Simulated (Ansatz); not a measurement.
Reaction (atomization): `NC=C=S` → 2 C• + 3 H• + N• + S•

Program: Ansatz. Geometries: PBE0-D4/def2-TZVP. ΔE: electronic, gas phase. CCSD(T)/CBS is the MP2 limit (def2-TZVPP, def2-QZVPP) plus CCSD(T) − MP2 in def2-TZVPP, frozen cores. This one scheme is used for every species, atoms too. DFT in def2-TZVPP. HSE06 is defined as in plane-wave codes. Open shells (•) are unrestricted, without spin–orbit coupling. Spin–orbit coupling would lower the free atoms: a little for C, S. One conformer a species, not always the lowest.

**Question.** What is ΔE at CCSD(T)/CBS? (Best estimate.)

**Answer.** Ansatz gave: +2685.2 kJ/mol.

**Question.** What do these levels give: BLYP-D4, r2SCAN0-D4, HSE06-D4, B2PLYP, CCSD/def2-TZVPP, HF/def2-QZVPP? (An estimate is asked.)

**Answer.** Ansatz gave: BLYP-D4 2748.2, r2SCAN0-D4 2637.8, HSE06-D4 2737.5, B2PLYP 2677.3, CCSD/def2-TZVPP 2526.5, HF/def2-QZVPP 1766.8 kJ/mol.

Largest T1 diagnostic among the species: 0.016.

The D4 term adds +19.6 kJ/mol with B3LYP and +10.2 kJ/mol with PBE0; it sums over pairs of atoms, weighted by their polarisabilities, and B3LYP, whose exchange is more repulsive, gets the larger term. Leaving LDA and LC-ωPBE aside and taking each functional with its dispersion term where it has one, the values, not all of them listed here, spread over 260.2 kJ/mol, from BHLYP-D4 to PBE-D4. LDA lies +380.2 kJ/mol from PBE without D4, its usual overbinding.

B3LYP here is the variant with VWN-RPA as its local correlation; programs differ in this.

For atomizations the MP2-based limit and the directly extrapolated one differ by several kJ/mol either way, and by 10 to 25 for some Ge, Se and Sn compounds, so smaller differences from it don't rank the levels.
